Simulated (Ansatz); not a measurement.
**Worked example: correlation energy of HB–NH, singlet**

Geometry: a PBE0/def2-TZVP stationary point for this spin, not checked as a minimum.

| atom | x (Å) | y (Å) | z (Å) |
| --- | --- | --- | --- |
| B | 0.0000 | 0.0000 | 0.5713 |
| N | 0.0000 | 0.0000 | -0.6613 |
| H | 0.0000 | 0.0000 | 1.7429 |
| H | 0.0000 | 0.0000 | -1.6528 |

Basis cc-pVTZ; Ansatz 0.2.0. Only valence electrons are correlated (noble-gas cores frozen), which leaves 10 electrons in 86 orbitals. R marks a restricted (for open shells ROHF) determinant.

Full CI isn't at hand for all of this; RCCSDT(Q) serves as the reference, and is uncertain by the last step of the cluster series or more.

RCCSD has a T1 diagnostic of 0.016 and a largest doubles amplitude of 0.05.

Runs differ by some tens of microhartree through their thresholds, so steps under 0.03 kcal/mol mean nothing.

```
    level  total energy (hartree)
      RHF              -80.326136
     RMP2              -80.630460
    RCCSD              -80.641470
 RCCSD(T)              -80.655858
   RCCSDT              -80.656111
RCCSDT(Q)              -80.657025
```

**Question.** What is the correlation energy at RCCSDT(Q), and what share of it do RMP2 and RCCSDT recover?

**Answer.** E(corr) = -80.657025 − (-80.326136) = -0.330889 hartree = -9.004 eV. RMP2: -0.304324 / -0.330889 = 91.97 %. RCCSDT: -0.329975 / -0.330889 = 99.72 %.

**Question.** By how many kcal/mol does RCCSD(T) miss RCCSDT(Q) (1 hartree = 627.509 kcal/mol), and which steps make up the rest?

**Answer.** -80.655858 − (-80.657025) = 0.001167 hartree = 0.73 kcal/mol. Steps: RCCSDT − RCCSD(T) = -0.16, RCCSDT(Q) − RCCSDT = -0.57 kcal/mol. That is within 1 kcal/mol of the reference in this basis, which itself misses far more of the correlation at the basis-set limit.
